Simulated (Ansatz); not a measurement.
**CHN (singlet): from Hartree-Fock to the top rungs, 6-31G**

An exercise on one series of results from a longer session: the logs are not shown, and one member is left open.

Method: 6-31G, core rule «outside noble gas», up to 2 orbitals frozen; program: Ansatz 0.2.0, Gaussian basis.

To be run: UHF; CCSD(T) on RHF; BCCD(T) on RHF; CISD; CCSDT(Q) on RHF; CISDTQ; CCSDTQ on RHF; CASSCF and MRCISD+Q, 10 electrons in 9 orbitals; CASSCF and NEVPT2, 10 electrons in 9 orbitals; Full CI.

6 further runs of the same task are left out: 2 that didn't finish, 4 set aside as unsound or not needed.

### The system

The geometry is a PBE0/def2-TZVP stationary point (not a proven minimum).

3 atoms, charge 0, spin multiplicity 1.

Atoms are counted from 1 here; the program's logs count them from 0.

Bond lengths: N1–C2 1.163 Å, N1–H3 0.997 Å. Angles: C2–N1–H3 180.0°.

The first run:

The input, in.yaml:

```yaml
crystal:
  periodic: [false, false, false]
  atoms:
    - {symbol: N, position_ang: [0.000000, 0.000000, 0.055493]}
    - {symbol: C, position_ang: [0.000000, 0.000000, -1.107975]}
    - {symbol: H, position_ang: [0.000000, 0.000000, 1.052482]}
basis:
  gaussian: {orbitals: 6-31G}
magnetization: {spin_polarized: true, initial_magnetization: 0}
hamiltonian: {xc: hf}
output: {orbitals: {seedname: orbitals}}
```

Run with:

```
$ ansatz run in.yaml --threads 1 --pin off --events-out ev --progress --plain --max-ram 2393MiB
```

Among the steps run: UHF; CCSD(T) on RHF; BCCD(T) on RHF; CISD; CCSDT(Q) on RHF; CISDTQ; CCSDTQ on RHF; CASSCF and MRCISD+Q, 10 electrons in 9 orbitals; CASSCF and NEVPT2, 10 electrons in 9 orbitals; Full CI.

One table of the session follows, with a row left open; its other results are not shown here.

```
          method  from FCI (kJ/mol)
             RHF             +540.2
            RMP2              +43.4
            CISD                  ?
           RCCSD              +23.3
        RCCSD(T)               +2.8
         BCCD(T)               +2.7
          RCCSDT               +1.5
          CISDTQ               +3.5
       RCCSDT(Q)                0.0
         RCCSDTQ               +0.2
  CASSCF valence             +160.6
  NEVPT2 valence              +41.4
  MRCISD valence               +6.9
MRCISD+Q valence               +3.0
             FCI                  0
```

Q: Estimate the row for CISD from the others.

As computed: from FCI (kJ/mol): +56.1. In the column «from FCI (kJ/mol)» it lies between RMP2 (+43.4) and CASSCF valence (+160.6).

With the free atoms at the same levels and basis (separate runs), the atomisation energy is 10.555 eV at FCI, 10.529 eV at RCCSD(T), 6.900 eV at RHF.
